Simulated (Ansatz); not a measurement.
**C2F2: basis-set convergence**

The task here is to estimate one member of a computed series from the others.

Computed with Ansatz 0.2.0, Gaussian basis. Level: one geometry, several basis sets.

Levels to be run: PBE0-D4/def2-SVP; ωB97M-V/def2-SVP; PBE0-D4/def2-QZVPP; ωB97M-V/def2-QZVPP; the functionals' def2-TZVPP values are taken from earlier runs.

### The relaxed structure

All runs share one geometry, relaxed beforehand with PBE0-D4 in a triple-zeta def2 set.

4 atoms, charge 0, spin multiplicity 1.

Atoms are counted from 1 here; the program's logs count them from 0.

Bond lengths: F1–C2 1.278 Å, C2–C3 1.184 Å, C3–F4 1.278 Å. Angles: F1–C2–C3 180.0°, C2–C3–F4 180.0°.

The first run:

The input, in.yaml:

```yaml
crystal:
  periodic: [false, false, false]
  atoms:
    - {symbol: F, position_ang: [-0.136373, 0.128015, 1.852843]}
    - {symbol: C, position_ang: [-0.033701, 0.030232, 0.583217]}
    - {symbol: C, position_ang: [0.061450, -0.060383, -0.593367]}
    - {symbol: F, position_ang: [0.164125, -0.158164, -1.862993]}
basis:
  gaussian: {orbitals: def2-SVP}
hamiltonian: {xc: pbe0, dispersion: d4}
output: {orbitals: {seedname: orbitals}}
```

Steps of the session up to this table: PBE0-D4 in def2-SVP; ωB97M-V in def2-SVP; PBE0-D4 in def2-QZVPP; ωB97M-V in def2-QZVPP.

One table of the session follows, with a row left open; its other results are not shown here.

It belongs to the step «Density functionals: the series». 

| functional | basis | HOMO (eV) | LUMO (eV) |
| --- | --- | --- | --- |
| PBE0-D4 | def2-SVP | -8.15 | 1.59 |
| PBE0-D4 | def2-TZVPP | -8.21 | 0.92 |
| PBE0-D4 | def2-QZVPP | -8.24 | 0.62 |
| ωB97M-V | def2-SVP | ? | ? |
| ωB97M-V | def2-TZVPP | -10.52 | 2.98 |
| ωB97M-V | def2-QZVPP | -10.55 | 2.23 |

Q: Estimate the row for ωB97M-V, def2-SVP from the others.

**Answer.** HOMO (eV): -10.42; LUMO (eV): 4.03. In the column «HOMO (eV)» it lies between ωB97M-V, def2-TZVPP (-10.52) and PBE0-D4, def2-QZVPP (-8.24).
